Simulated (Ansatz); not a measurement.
# SiH₃O (doublet): the correlation ladder at distance Si1–O2 = 1.507 Å, cc-pVDZ

One table from this session's results is given with a row withheld; the runs are named, their logs left out.

Computed with Ansatz 0.2.0, Gaussian basis. Level: cc-pVDZ, core rule «outside noble gas», up to 6 orbitals frozen.

Plan: UHF; CCSD(T) on ROHF; CCSD(T) on UHF; BCCD(T) on ROHF; CISD; CCSDT(Q) on ROHF; CCSDT(Q) on UHF; CASSCF and MRCISD+Q, 3 electrons in 3 orbitals; CASSCF and NEVPT2, 3 electrons in 3 orbitals.

26 further runs of the same task are left out: 1 for a mislabelled method, 1 for a known fault of the program, 20 that didn't finish, 4 set aside as unsound or not needed.

## The system

The geometry derives from a PBE0/def2-TZVP stationary point (not a proven minimum). One bond is set to the value named and the two fragments are kept rigid.

5 atoms, charge 0, spin multiplicity 2.

Atoms are counted from 1 here; the program's logs count them from 0.

Bond lengths: Si1–O2 1.507 Å, Si1–H3 1.493 Å, Si1–H4 1.485 Å, Si1–H5 1.485 Å. Angles: O2–Si1–H3 100.6°, O2–Si1–H4 112.5°, O2–Si1–H5 112.5°, H3–Si1–H4 110.4°, H3–Si1–H5 110.4°, H4–Si1–H5 110.2°.

The first run:

Contents of in.yaml:

```yaml
crystal:
  periodic: [false, false, false]
  atoms:
    - {symbol: Si, position_ang: [0.003252, 0.000000, 0.481694]}
    - {symbol: O, position_ang: [-0.020406, 0.000002, -1.025121]}
    - {symbol: H, position_ang: [1.475461, -0.000114, 0.732100]}
    - {symbol: H, position_ang: [-0.620989, 1.217950, 1.058990]}
    - {symbol: H, position_ang: [-0.621177, -1.217854, 1.058990]}
basis:
  gaussian: {orbitals: cc-pVDZ}
magnetization: {spin_polarized: true, initial_magnetization: 1}
hamiltonian: {xc: hf}
output: {orbitals: {seedname: orbitals}}
```

Command:

```
ansatz run in.yaml --threads 1 --pin off --events-out ev --progress --plain --max-ram 2393MiB
```

Steps of the session up to this table: UHF; CCSD(T) on ROHF; CCSD(T) on UHF; BCCD(T) on ROHF; CISD; CCSDT(Q) on ROHF; CCSDT(Q) on UHF; CASSCF and MRCISD+Q, 3 electrons in 3 orbitals; CASSCF and NEVPT2, 3 electrons in 3 orbitals.

One of the session's tables, all rows but one given; the rest of the session is left out.

| method | from UCCSDT(Q) (kJ/mol) |
| --- | --- |
| ROHF | +763.4 |
| UHF | +752.0 |
| RMP2 | +116.2 |
| UMP2 | +115.2 |
| CISD | +76.1 |
| RCCSD | +17.9 |
| UCCSD | +17.6 |
| RCCSD(T) | ? |
| UCCSD(T) | +3.8 |
| BCCD(T) | +3.6 |
| RCCSDT | +1.2 |
| UCCSDT | +1.2 |
| RCCSDT(Q) | +0.1 |
| UCCSDT(Q) | 0 |
| CASSCF pair | +727.0 |
| NEVPT2 pair | +113.3 |

Estimate the missing values for RCCSD(T).

As computed: from UCCSDT(Q) (kJ/mol): +3.9. In the column «from UCCSDT(Q) (kJ/mol)» it lies between UCCSD(T) (+3.8) and UCCSD (+17.6).

Not comparable, so not listed: CASSCF and MRCISD+Q, 3 electrons in 3 orbitals (they don't share determinant, frozen orbitals or solution with the rows shown, or repeat one).

Caveats from the session: Restricted and unrestricted rows rest on different reference determinants; where their highest levels disagree by more than a few hundredths of an eV, they describe different states and don't form one ladder. Warnings in the runs' records: passed over end.
